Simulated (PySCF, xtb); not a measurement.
Acid–base and redox partners of O[GeH3]. All species are isolated molecules in the gas phase. One relaxed conformer stands for each flexible species; it need not be the lowest. Strings in code marks are SMILES.

Quantity: bond dissociation enthalpy (X–H) at 298 K, in kJ/mol. HF references are unrestricted for open shells and restricted for singlets. Thermal and zero-point terms are GFN2-xTB rigid-rotor harmonic values (xtb).

Level 1: B3LYP/3-21G // r2SCAN-D4/def2-TZVP (PySCF)
Level 2: M06-2X/6-31G* // r2SCAN-D4/def2-TZVP (PySCF)
Level 3: PBE/6-31G* // r2SCAN-D4/def2-TZVP (PySCF)
Level 4: HF/STO-3G // r2SCAN-D4/def2-TZVP (PySCF)

```json
[
 {"species": "H atom removed from O1: `[GeH3][O]`", "level 1": "420.0", "level 2": "455.2", "level 3": "440.2", "level 4": "313.4"},
 {"species": "H atom removed from Ge2: `[GeH2][OH]` (H–O–Ge–H torsion 45°)", "level 1": "340.0", "level 2": "325.9", "level 3": "318.9", "level 4": "408.6"}
]
```
